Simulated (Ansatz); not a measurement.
C2H2FNO2 (`OC1=NC(F)O1`), relaxed with RKS PBE0-D4/def2-TZVP in the Gaussian-basis code of Ansatz from a PBE-D4/def2-SVP geometry. The force threshold is 0.005 eV/Å; the program also tests the step.

Total charge 0; spin multiplicity 1.

Start:

```xyz
8

O     0.323    1.828    0.752
C     0.134    0.614    0.277
N     0.890   -0.244   -0.345
C    -0.347   -1.006   -0.417
F    -0.359   -2.182    0.227
O    -1.094    0.038    0.354
H     1.256    2.069    0.576
H    -0.803   -1.117   -1.425
```

By how much does the energy fall, and how many steps does the optimiser take? (Estimate.)

Computed: 0.04 eV, in 6 steps.

Which bonds change most? (Estimate.)

Ansatz gave: C4–O6 from 1.498 to 1.474 Å; C4–H8 from 1.111 to 1.091 Å; C2–N3 from 1.302 to 1.285 Å; C2–O6 from 1.358 to 1.344 Å.

Give the relaxed structure. (An estimate is asked.)

The calculation gave: 
```xyz
8

O     0.325    1.808    0.747
C     0.136    0.609    0.270
N     0.878   -0.239   -0.347
C    -0.351   -0.997   -0.418
F    -0.358   -2.159    0.229
O    -1.076    0.035    0.345
H     1.243    2.058    0.581
H    -0.796   -1.116   -1.407
```
